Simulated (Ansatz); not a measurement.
This geometry of CH4BCl + H2 (9 atoms, charge 0, multiplicity 1) is a first-order saddle point.

These are results of RKS B3LYP/def2-SVP (Ansatz 0.2.0), not measurements.

```xyz
9
Properties=species:S:1:pos:R:3
B 0.027 0.329 -0.049
Cl 0.130 0.139 2.136
C 1.415 -0.044 -0.679
H 1.601 -1.128 -0.613
H 1.395 0.213 -1.754
H 2.268 0.483 -0.224
H -1.028 -0.177 -0.317
H -0.150 1.605 0.084
H -0.057 1.251 1.113
```

Question: Which two structures does it join? (They come from a converged band through this point; their orientation in space is the band's.)

Answer: Bonds broken: B1–Cl2, H8–H9. Bonds formed: B1–H8, Cl2–H9. CH4BCl + H2 becomes CH5B + ClH.

First end point:

```xyz
9
Properties=species:S:1:pos:R:3
B 0.180 -0.724 -0.060
Cl -0.016 -0.238 1.626
C 1.505 -0.476 -0.838
H 1.817 -1.395 -1.367
H 1.294 0.258 -1.641
H 2.339 -0.097 -0.230
H -0.782 -1.239 -0.570
H -0.408 3.665 1.331
H -0.326 2.916 1.444
```

Last end point:

```xyz
9
Properties=species:S:1:pos:R:3
B 0.054 0.453 -0.477
Cl 0.068 0.319 2.476
C 1.443 -0.166 -0.828
H 1.536 -1.244 -0.624
H 1.513 -0.054 -1.933
H 2.310 0.372 -0.412
H -0.957 -0.208 -0.530
H -0.064 1.648 -0.319
H -0.302 1.549 2.342
```

Question: How far does it lie above each of them?

Answer: 119.4 kJ/mol above the first and 39.3 kJ/mol above the second. This is the barrier of this one path; another mechanism may lie lower. The orbitals stay closed-shell, which can raise the energy where a bond breaks towards radicals; this wasn't checked here.

Run time: 3.9 min on 1 thread of Arm Neoverse V2 (shared host), peak memory 0.16 GiB.
